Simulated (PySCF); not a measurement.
Ionisation energy of F by level of theory

F [He] 2s2 2p5 (2P) → F⁺ [He] 2s2 2p4 (3P), as a difference of total energies. Calculation: PySCF 2.14, in aug-cc-pwCVTZ (7s6p4d2f, 59 functions); no relativity, point nucleus. Correlated levels: valence: 1s2 frozen. The calculations carry no spin-orbit coupling.

```json
{"method": "UHF", "ionisation energy (eV)": "15.668", "error (eV)": "-1.759"}
{"method": "MP2 (valence)", "ionisation energy (eV)": "17.321", "error (eV)": "-0.106"}
{"method": "SCS-MP2 (valence)", "ionisation energy (eV)": "17.312", "error (eV)": "-0.115"}
{"method": "CCSD (valence)", "ionisation energy (eV)": "17.210", "error (eV)": "-0.217"}
{"method": "CCSD(T) (valence)", "ionisation energy (eV)": "17.272", "error (eV)": "-0.155"}
```

Reference: 17.427 eV (measured; NIST levels, between the centres of gravity of the two terms).

Errors of the correlated levels include the incompleteness of this basis and the frozen core.
